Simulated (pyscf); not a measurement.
PySCF, gas phase, ωB97X-D3(BJ)/def2-SVP geometries.

Problem. `[PH2][InH2]` + `[SiH4]` → `[SiH3][PH][InH2]` + `[H][H]`
Surface: singlet. Broken: H–P, H–Si. Formed: P–Si, H–H. Give ΔE‡ and ΔE from ωB97M-D3(BJ)/def2-TZVP, relative to the separated reactants.

Solution. ΔE‡ = 63.3 kcal/mol, ΔE = -1.0 kcal/mol. Zero-point energy shifts the barrier by -1.1 kcal/mol. It is a four-centre exchange, with an imaginary mode of 1631i cm⁻¹. One saddle was located; it need not be the lowest between these sides. Elements past Kr carry the def2 core potentials, without spin-orbit coupling.
